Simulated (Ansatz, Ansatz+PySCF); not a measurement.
```xyz
3

Si    0.0000    0.0000   -0.1234
H     0.0000    1.0085    0.8640
H     0.0000   -1.0085    0.8640
```

RHF on singlet SiH₂ was run in several spherical basis sets with Ansatz (development build ahead of 0.2.0).

Task: Rank the basis sets by the total energy that they give, lowest first, with the distance from the lowest.
A. STO-3G
B. 6-31G(d)
C. cc-pVTZ
D. 6-31G
E. def2-SVP
F. def2-TZVP
G. cc-pVDZ

Result: C (0.00 eV), F (0.10 eV), G (0.36 eV), B (0.85 eV), D (1.74 eV), E (2.87 eV), A (91.38 eV).

Totals follow the description of the cores as much as that of the bonds, so this order isn't one of quality for chemistry.
